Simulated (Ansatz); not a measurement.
Process, species as SMILES: C=[C]F → 2 C atom + F atom + 2 H atom
B3LYP-D3(BJ)/def2-TZVP geometries, fixed; electronic energies without zero-point terms.
Largest species:
```
C
C 1 1.3099
F 2 1.3111 1 130.21
H 1 1.0791 2 120.12 3 180.00
H 1 1.0866 4 119.16 2 -180.00
```
Charge 0, spin multiplicity 2.

The atomisation energy at MP2 with Ansatz (a program for electronic structure), in kcal/mol, split into its Hartree-Fock and correlation parts. Cores are frozen. An unrestricted Hartree-Fock determinant is markedly spin-contaminated. Open shells are unrestricted. No added dispersion term, no relativity. Functions are those of the species that has most.

```tsv
basis	X	functions	Hartree-Fock	MP2
aug-cc-pVDZ	2	87	317.62	426.30
aug-cc-pVTZ	3	184	325.73	449.16
aug-cc-pVQZ	4	332	326.43	455.17
```

Worked estimate of the basis-set limit from each neighbouring pair, with Hartree-Fock from the larger set and the correlation part extrapolated as X^-3.
Correlation parts: X = 2: 108.68, X = 3: 123.43, X = 4: 128.74.
- (2,3): (27·(123.43) - 8·(108.68))/19 = 129.64; with Hartree-Fock 325.73 the estimate is 455.37 kcal/mol.
- (3,4): (64·(128.74) - 27·(123.43))/37 = 132.61; with Hartree-Fock 326.43 the estimate is 459.04 kcal/mol.
The last two estimates differ by 3.67 kcal/mol; the largest set lies 3.87 from the last. Over the last step Hartree-Fock moves by 0.70 and the correlation part by 5.31.
